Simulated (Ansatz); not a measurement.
## Rock-salt EuSe

Calculation: PBE0 (plane waves, PAW; Ansatz, a quantum-chemistry and plane-wave program).

Numerical settings: plane-wave cutoff 460 eV, 8×8×8 k mesh, Fermi–Dirac smearing 0.05 eV, spin-polarised with parallel moments, scalar-relativistic PAW data made under PBE.

Cell (relaxed at this level):

```yaml
crystal:
  lattice:
    - [0.00000, 3.10576, 3.10576]
    - [3.10576, 0.00000, 3.10576]
    - [3.10576, 3.10576, 0.00000]
  atoms:
    - { symbol: Eu, position: [0.00000, 0.00000, 0.00000], spin: 7.0 }
    - { symbol: Se, position: [0.50000, 0.50000, 0.50000] }
```

| Property | Value |
|---|---|
| bulk modulus | 44.0 GPa |
| band gap | 1.61 eV (on the SCF k mesh) |
| smallest direct gap on the k points sampled | 1.93 eV |
| direct gap at Γ | 2.88 eV |

Measured, for comparison: bulk modulus 52 GPa (room temperature, no zero-point or thermal correction; as tabulated in arXiv:1003.2039). Computed (rounded) less measured: bulk modulus -15 %.

Note: the magnetic order was assumed, not searched for or taken from measurement; the state of the 4f shell is in doubt.

Spins in the cell block are starting values.

Spin–orbit coupling is not included.

Computed values are for the static lattice.
